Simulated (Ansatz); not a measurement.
Two shapes of singlet C3H5(+).

Shape 1:

```xyz
8

C     0.0000    0.0000   -0.4533
C     0.0000    1.0946    0.1942
C     0.0000   -1.0946    0.1942
H     0.0000    0.0000   -1.4604
H     0.0000    1.9866   -0.2788
H     0.0000    1.1074    1.2039
H     0.0000   -1.9866   -0.2788
H     0.0000   -1.1074    1.2039
```

Shape 2:

```xyz
8

C     0.0000    0.0000   -0.5322
C     0.0000    1.2850    0.2280
C     0.0000   -1.2850    0.2280
H     0.0000    0.0000   -1.7144
H     0.0000    2.3321   -0.3273
H     0.0000    1.3000    1.4133
H     0.0000   -2.3321   -0.3273
H     0.0000   -1.3000    1.4133
```

Basis set: def2-TZVP (spherical functions). Frozen core: 3 orbitals. Charge 1, multiplicity 1.

Computed with Ansatz (development build ahead of 0.2.0); each method stands on the lowest determinant of its kind that the runs found.

Problem. Which shape is lower in energy, and by how much in each method?

Solution.

```csv
method,E(2) − E(1) (eV)
RHF,0.569
RHF-MP2,-0.027
```

The methods disagree on the order. Caution: no unrestricted run beside it, a lower state can exist.
